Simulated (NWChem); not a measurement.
Li$_{2}$; SMILES [Li][Li]

```xyz
2

Li     0.0000     0.0000    -1.3936
Li     0.0000     0.0000     1.3936
```
Atoms are numbered in this order, from 1.

Geometry: optimised at PBE0/def2-SVP.

Problem. List the 4 lowest vertical singlet excitations from PBE0/aug-cc-pVDZ, TDA (NWChem).

Solution. 
```csv
state,energy (eV),oscillator strength,leading excitation (squared amplitude)
S1,2.11,0.692,HOMO → LUMO (0.98)
S2,2.68,0.649,HOMO → LUMO+1 (0.65)
S3,2.68,0.649,HOMO → LUMO+2 (0.65)
S4,2.81,0.000,HOMO → LUMO+3 (0.87)
```
